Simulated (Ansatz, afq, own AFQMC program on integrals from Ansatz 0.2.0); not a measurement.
AlH, triplet → AlH, singlet

```yaml
atoms:
  - { symbol: Al, position_ang: [0.0000, 0.0000, 0.0000] }
  - { symbol: H, position_ang: [0.0000, 0.0000, 1.6045] }
```

E(singlet, charge +0) − E(triplet, charge +0) at this geometry, on UHF and RHF determinants.

Basis cc-pVTZ. Only valence electrons are correlated. Ansatz 0.2.0 and our own AFQMC program on the same integrals; the CISD trial comes from CCSD amplitudes, and released means the phaseless constraint is let go. Error bars are statistical, one sigma. The errors of all members are added in quadrature.

Full CI on the same integrals is exact in this basis and with this determinant's frozen core.

The best estimate is CCSD(T) at the basis-set limit (CBS: def2-TZVPP and def2-QZVPP, with their diffuse functions for anions and beside diffuse sets, CCSD(T) itself extrapolated) plus the step from CCSD(T) to full CI in cc-pVTZ. Rows without CBS are in cc-pVTZ; B2PLYP and the wave-function rows carry a basis error of their own. Core correlation and relativity beyond core potentials are missing, and ± holds the sampling alone.

Cautions: AlH (triplet): another spin lies lower; AlH (singlet): restricted determinant unstable towards unrestricted (UHF 17 meV lower, ⟨S²⟩ 0.19), the ph-AFQMC/CISD walk drifts between its halves (2.4 errors).

Best estimate: -180.2 kJ/mol.

```json
{"level": "HF", "vertical spin gap (kJ/mol)": "-111.3", "error against the best estimate (kJ/mol)": "68.9"}
{"level": "MP2", "vertical spin gap (kJ/mol)": "-164.3", "error against the best estimate (kJ/mol)": "16.0"}
{"level": "CCSD", "vertical spin gap (kJ/mol)": "-180.0", "error against the best estimate (kJ/mol)": "0.2"}
{"level": "CCSD(T)", "vertical spin gap (kJ/mol)": "-179.9", "error against the best estimate (kJ/mol)": "0.3"}
{"level": "CCSDT", "vertical spin gap (kJ/mol)": "-179.4", "error against the best estimate (kJ/mol)": "0.9"}
{"level": "CCSDT(Q)", "vertical spin gap (kJ/mol)": "-179.4", "error against the best estimate (kJ/mol)": "0.8"}
{"level": "ph-AFQMC/CISD", "vertical spin gap (kJ/mol)": "-179.7 ± 0.1", "error against the best estimate (kJ/mol)": "0.6 ± 0.1"}
{"level": "released AFQMC", "vertical spin gap (kJ/mol)": "-179.3 ± 0.1", "error against the best estimate (kJ/mol)": "0.9 ± 0.1"}
{"level": "FCI", "vertical spin gap (kJ/mol)": "-179.5", "error against the best estimate (kJ/mol)": "0.8"}
{"level": "HF/CBS", "vertical spin gap (kJ/mol)": "-110.0", "error against the best estimate (kJ/mol)": "70.2"}
{"level": "MP2/CBS", "vertical spin gap (kJ/mol)": "-169.0", "error against the best estimate (kJ/mol)": "11.2"}
{"level": "CCSD(T)/CBS", "vertical spin gap (kJ/mol)": "-180.7", "error against the best estimate (kJ/mol)": "-0.4"}
{"level": "PBE", "vertical spin gap (kJ/mol)": "-160.2", "error against the best estimate (kJ/mol)": "20.0"}
{"level": "r2SCAN", "vertical spin gap (kJ/mol)": "-141.4", "error against the best estimate (kJ/mol)": "38.8"}
{"level": "PBE0", "vertical spin gap (kJ/mol)": "-158.0", "error against the best estimate (kJ/mol)": "22.2"}
{"level": "B3LYP", "vertical spin gap (kJ/mol)": "-180.6", "error against the best estimate (kJ/mol)": "-0.3"}
{"level": "wB97M-V", "vertical spin gap (kJ/mol)": "-201.2", "error against the best estimate (kJ/mol)": "-21.0"}
{"level": "B2PLYP", "vertical spin gap (kJ/mol)": "-179.6", "error against the best estimate (kJ/mol)": "0.7"}
```

Correlation beyond CCSD(T) adds 0.4 kJ/mol. Going to the basis-set limit takes off 0.8 kJ/mol at CCSD(T). The perturbative (T) step is worth +0.1 kJ/mol. The functionals spread over 59.8 kJ/mol; B3LYP and B2PLYP come nearest and r2SCAN is 38.8 kJ/mol too high.

Best estimates are given only where the step beyond CCSD(T) is under 0.3 eV and no member's determinant is very poor (T1 over 0.05, or 0.07 for open shells, ⟨S²⟩ too high by 0.3, two states mixed), so the hardest cases are missing from such tables.

The functionals ran in a triple-zeta set and keep a basis error of their own, a few kJ/mol for each bond in atomization energies and more for double hybrids, so close places among them and the extrapolated levels can swap.

CCSDT and higher add their correlation energy to the determinant of the CCSD(T) run, since their own runs factorise the integrals more tightly (a shift of under 2 meV). Each member of a difference takes its own highest rung, so a best estimate needn't equal the limit plus the step of one row. A walk keeps the symmetry of its determinant, which the program's search chose and which needn't be the lowest solution, so a lower state of the same spin and another symmetry isn't excluded. Released energies are given only where the last usable release times agree within the noise; a slower fall can still hide under it.
